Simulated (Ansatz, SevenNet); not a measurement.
# Bulk modulus B0 of rock-salt SrO: levels of theory against measurement

Reference value: 91 GPa (measured, 300 K, not corrected to a static lattice; as tabulated in Santana et al. (2016), arXiv:1608.06321).

Task: What do SevenNet-0, LDA, PBE, r²SCAN, PBE0 give, and how far is each from the reference?

Result: 
```tsv
level (code)	value (GPa)	cell (Å³/atom)	difference (%)
SevenNet-0 (SevenNet)	83.1	17.66	-8.7
LDA (Ansatz)	104	16.23	+14.3
PBE (Ansatz)	84.6	17.52	-7.0
r²SCAN (Ansatz)	93.6	17.17	+2.9
PBE0 (Ansatz)	93.1	17.10	+2.3
```

The reference is not for a static lattice or low temperature, so close values are not ranked against it.

The measured value isn't corrected to a static lattice, so vibrations enter the comparison. A static lattice is as a rule stiffer than a warm one, by over a tenth in soft solids.  Each level is taken at its own relaxed cell. Cutoffs and k meshes differ between the levels. Ansatz's density-functional and Hartree–Fock values are scalar-relativistic unless marked +SOC, with PAW data made under PBE.

Machine-learned potentials (SevenNet-0) are trained on DFT data, which may include these solids.

Differences are worked out from the printed values.

Ansatz is a first-principles code.
